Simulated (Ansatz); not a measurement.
These are frozen-core CCSD(T)/cc-pVQZ // PBE0-D3(BJ)/def2-TZVP in Ansatz (a first-principles code) values and carry that method's errors.

Ansatz 0.2 input:
```yaml
crystal:
  periodic: [false, false, false]
  atoms:
    - { symbol: C, position_ang: [-1.359344, 0.155369, 0.369197] }
    - { symbol: S, position_ang: [-0.015637, -0.413091, 1.415591] }
    - { symbol: C, position_ang: [1.358807, -0.169592, 0.286323] }
    - { symbol: H, position_ang: [-1.444352, -0.456142, -0.531415] }
    - { symbol: H, position_ang: [-1.227043, 1.202876, 0.090803] }
    - { symbol: H, position_ang: [-2.280097, 0.059855, 0.945439] }
    - { symbol: H, position_ang: [1.24315, -0.777438, -0.613355] }
    - { symbol: H, position_ang: [1.46046, 0.881579, 0.008863] }
    - { symbol: H, position_ang: [2.264065, -0.48341, 0.806892] }
basis:
  gaussian: { orbitals: cc-pVQZ }
correlation:
  method: ccsd_t
```

Output:

```
Functional definition: HF
2014 factors; integrals over basis functions are off by at most 8.2e-4 eV
mean field evaluation 1: about -12972.8190 eV, gradient 2.5e1 eV
mean field evaluation 2: about -12972.9030 eV, gradient 2.5e1 eV
mean field evaluation 4: about -12974.6826 eV, gradient 2.9e0 eV
mean field evaluation 8: about -12974.7147 eV, gradient 1.2e-1 eV
mean field evaluation 16: about -12974.3812 eV, gradient 8.9e0 eV
mean field -12974.71482935 eV, -476.8119754009 hartree, gradient 1.4e-6 eV, S^2 0.000000; 0 other end points of the search recorded, 0 dependent functions left out
7 core orbitals not correlated
reference -12974.71482935 eV, -476.8119754009 hartree; 10, 10 occupied and 332, 332 virtual orbitals, 2014 factors
second order -15.68235513 eV of doubles, -0.00000000 eV of singles
cycle   1  -16.21852646 eV  change   -5.4e-1 eV  update   7.7e-2
cycle   2  -16.60917679 eV  change   -3.9e-1 eV  update   2.2e-2
cycle   3  -16.66520542 eV  change   -5.6e-2 eV  update   8.3e-3
cycle   4  -16.66251800 eV  change    2.7e-3 eV  update   1.9e-3
cycle   5  -16.66266032 eV  change   -1.4e-4 eV  update   5.9e-4
cycle   6  -16.66267397 eV  change   -1.4e-5 eV  update   1.7e-4
cycle   7  -16.66260449 eV  change    6.9e-5 eV  update   5.4e-5
cycle   8  -16.66261243 eV  change   -7.9e-6 eV  update   2.0e-5
perturbative correction -0.71675404 eV, -0.0263402253 hartree
Total energy: -12992.09419582 eV, -477.4506553385 hartree
```

Cost: roughly 15 core-minutes.
